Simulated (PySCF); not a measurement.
Consider vinyl fluoride, `C=CF` (C2H3F). Optimised structure (Å), atoms numbered from 1:
```
C    -0.6986   -0.0898    0.0020
C     0.6062    0.1459   -0.0253
F     1.5122   -0.8235    0.1269
H    -1.0958   -1.0957    0.1523
H    -1.3920    0.7418   -0.1293
H     1.0718    1.1253   -0.1709
```

Computed at ωB97X-D3(BJ)/ma-def2-TZVP // PBE0-D3(BJ)/ma-def2-SVP with PySCF (density fitting, grid level 2). ωB97X-D3(BJ) is ωB97X-V with D3(BJ) in place of VV10. Zero-point and thermal terms (298.15 K, 1 bar) come from unscaled PBE0-D3(BJ)/ma-def2-SVP harmonic frequencies, with soft modes damped to free rotors in the entropy.

Problem. Rank these of its positions by gas-phase deprotonation enthalpy, most acidic first.
A. C2 (alkene carbon)
B. C1 (alkene carbon)

Solution. A (1642 kJ/mol), B (1656 kJ/mol).

Problem. For C1 (alkene carbon), what are ΔE (electronic) and ΔG(298 K) of the loss of the proton?

Solution. ΔE = 1689 and ΔG = 1624 kJ/mol, beside ΔH = 1656 kJ/mol. The product is `[CH-]=CF`.

Problem. Of those listed, which site of deprotonation is favoured in dichloromethane (IEF-PCM), and by how much?

Solution. C2 (alkene carbon), by 12 kJ/mol over C1 (alkene carbon); the gas phase favours the same one.

Known limits: one E/Z form of each vinyl-type anion was tried, and another may lie lower.
